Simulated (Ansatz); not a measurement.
Input file:

```yaml
crystal:
  periodic: [false, false, false]
  atoms:
    - {symbol: B, position_ang: [0.000000, 0.000000, 0.000000]}
    - {symbol: As, position_ang: [0.000000, 0.000000, 1.967500]}
basis:
  gaussian: {orbitals: cc-pVDZ}
total_charge: 1
magnetization: {spin_polarized: true, initial_magnetization: 3}
hamiltonian: {xc: {name: r2SCAN}}
```

```sh
$ ansatz run in.yaml --threads 1 --pin off --events-out ev --progress --plain --max-ram 2393MiB
```

The program prints:

```
462 factors; integrals over basis functions are off by at most 9.0e-4 eV
mean field evaluation 1: about -61502.4268 eV, gradient 8.6e0 eV
mean field evaluation 2: about -61502.3927 eV, gradient 8.6e0 eV
mean field evaluation 4: about -61503.1014 eV, gradient 5.5e-1 eV
mean field evaluation 8: about -61503.1038 eV, gradient 8.0e-3 eV
mean field -61503.10383776 eV, -2260.1973777366 hartree, gradient 2.0e-5 eV, S^2 3.753875; 0 other end points of the search recorded, 0 dependent functions left out
reference -61503.10384696 eV, -2260.1973780749 hartree; 20, 17 occupied and 21, 24 virtual orbitals, 462 factors
Total energy: -61503.10384696 eV, -2260.1973780749 hartree
```

Ran on 1 thread of Arm Neoverse N1, shared host: 3.7 s wall, 0.1 GiB peak host memory.
